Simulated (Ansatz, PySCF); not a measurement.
Process, species as SMILES: P (PH3) -> P (PH3) as doublet, charge +1 + e-
Geometries: B3LYP-D3(BJ)/def2-TZVP minima from Ansatz (a first-principles code).

Quantity: adiabatic ionisation energy (0 K, with B3LYP-D3(BJ) harmonic zero-point energies from PySCF), in eV. Valence correlation only, unless marked. UHF or UKS for open shells. Spin-orbit coupling is left out. No relativistic terms. Basis-set limits of correlation are two-point, X^-3; Hartree-Fock from the larger set.

| level | program | adiabatic ionisation energy (eV) |
|---|---|---|
| B97M-V/def2-TZVPD | Ansatz | 9.92 |

Question: Estimate the value at CCSD(T)/CBS(def2-TZVPPD,def2-QZVPPD) as computed with Ansatz.

Answer: 9.85 eV
